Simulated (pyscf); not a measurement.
[H₃C–Zn]• (SMILES [CH3][Zn]) + H₃C–SH (SMILES CS) → CH₄ (SMILES C) + [H₃C–S–Zn]• (SMILES C[S][Zn]) (four-centre exchange; doublet surface; C–Zn, H–S broken, C–H, S–Zn formed). Optimised with ωB97X-D3(BJ)/def2-SVP in PySCF. Energies in kcal/mol from the separated reactants.

| level | barrier | reaction energy |
|---|---|---|
| PBE/def2-TZVP | 12.3 | -27.0 |
| r²SCAN/def2-TZVP | 11.2 | -28.0 |
| B3LYP-D3(BJ)/def2-TZVP | 16.9 | -28.0 |
| PBE0-D3(BJ)/def2-TZVP | 12.5 | -27.8 |
| M06-2X/def2-TZVP | (withheld) | (withheld) |
| ωB97M-D3(BJ)/def2-TZVP | (withheld) | -26.5 |

**Question.** Fill in the missing entries.

**Answer.** 
- M06-2X/def2-TZVP, barrier: 14.2
- M06-2X/def2-TZVP, reaction energy: -28.7
- ωB97M-D3(BJ)/def2-TZVP, barrier: 18.1

The functionals in the table span 6.9 kcal/mol in this barrier, from r²SCAN to ωB97M-D3(BJ)/def2-TZVP. On the reactant side the descent ends in a complex, 5.8 kcal/mol under the separated species and 21.2 kcal/mol under the saddle at ωB97X-D3(BJ)/def2-TZVP. At ωB97X-D3(BJ)/def2-TZVP the barrier from the zero used here is 15.4 kcal/mol. This is the saddle that the search found; another between the same sides may lie lower. Elements up to Kr have no core potential and no relativistic terms here.
